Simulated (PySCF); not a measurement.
## LiB and its ions

UHF; basis Li pcseg-1, B pcseg-1; no relativity; PySCF 2.14. Neutral (UHF): triplet (σ ↑, π ↑), Re = 2.152 Å, ωe = 556 cm⁻¹, De = 0.70 eV, HOMO -6.15 eV, LUMO 0.02 eV.

LiB⁺ (UHF): doublet (σ ↑), Re = 2.456 Å, ωe = 351 cm⁻¹, De = 0.79 eV to Li⁺ + B. The energies at the minima are -31.97079 hartree for LiB and -31.77843 for LiB⁺.

(1) Work out the adiabatic ionisation energy, without and with harmonic zero-point energies (1 hartree = 27.2114 eV, 1 eV = 8065.5 cm⁻¹), and the change of the bond length.

For an ion De counts to the pair picked by the measured ionisation energies or electron affinities, which need not be the lowest pair at this level. Hartree–Fock leaves out correlation, which carries a large part of most bond energies and some tenths to 1 eV of ionisation energies. States were picked by a PBE0 search and need not be the measured ground states.

Answers

(1) At UHF: 0.19236 hartree = 5.234 eV between the minima; the zero-point term (351.0 − 556.0)/2 cm⁻¹ = -0.013 eV makes it 5.222 eV. Re changes by +30.4 pm against the neutral. The electron leaves a π orbital; in so polar a molecule the change of length follows mostly from the change of the ionic charges.
